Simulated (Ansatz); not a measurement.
# H3MgOS+ (SMILES [OH2+][S][MgH]): Born-Oppenheimer dynamics

The task is to watch the atoms for 40 steps of 0.25 fs, started with velocities for 300 K and run at constant energy.

Computed with Ansatz 0.2.0, Gaussian basis. Level: PBE0-D4/def2-SVP.

### Step 1. The starting structure

SMILES `[OH2+][S][MgH]`, 6 atoms, charge 1, spin multiplicity 1.

Atoms are counted from 1 here; the program's logs count them from 0.

Bond lengths: O1–S2 1.887 Å, O1–H4 0.980 Å, O1–H5 0.981 Å, S2–Mg3 2.388 Å, Mg3–H6 1.573 Å. Angles: S2–O1–H4 106.7°, S2–O1–H5 107.9°, H4–O1–H5 109.5°, O1–S2–Mg3 120.7°, S2–Mg3–H6 139.3°.

As a file:

```
atom    x (Å)    y (Å)    z (Å)
  O1  -1.0459   0.1341  -1.2040
  S2   0.6171  -0.2254  -0.3886
 Mg3   1.0131   0.3703   1.8901
  H4  -1.4295  -0.7325  -1.4544
  H5  -0.8768   0.6632  -2.0123
  H6   1.7219  -0.2098   3.1692
```

### Step 2. The run

File md/in.yaml:

```yaml
crystal:
  periodic: [false, false, false]
  atoms:
    - {symbol: O, position_ang: [-1.045900, 0.134090, -1.204000]}
    - {symbol: S, position_ang: [0.617100, -0.225360, -0.388630]}
    - {symbol: Mg, position_ang: [1.013060, 0.370330, 1.890130]}
    - {symbol: H, position_ang: [-1.429450, -0.732500, -1.454350]}
    - {symbol: H, position_ang: [-0.876750, 0.663230, -2.012340]}
    - {symbol: H, position_ang: [1.721940, -0.209800, 3.169190]}
basis:
  gaussian: {orbitals: def2-SVP}
total_charge: 1
hamiltonian: {xc: pbe0, dispersion: d4}
md: {n_steps: 40, timestep: 0.25, temperature: 300, ensemble: nve, seed: 395, initial_velocities: maxwell_boltzmann}
```

Command:

```
$ ansatz run in.yaml --threads 2 --pin off --events-out ev --progress --plain --max-ram 3481MiB
```

**Question.** What will these runs give? Wanted: temperature at the start; mean temperature, second half; lowest and highest potential energy, from the first frame; largest change of potential + kinetic.

As calculated:

```
                                                 quantity              value
                                                   length  40 steps, 10.0 fs
                                 temperature at the start              300 K
                            mean temperature, second half              308 K
lowest and highest potential energy, from the first frame     -58 and 26 meV
                    largest change of potential + kinetic            0.4 meV
```

With no thermostat the total energy should stay fixed; it holds within 0.4 meV, small beside the kinetic energy, so the time step serves. With 6 atoms the instant temperature spans 251 to 412 K. The molecule keeps its bonds.
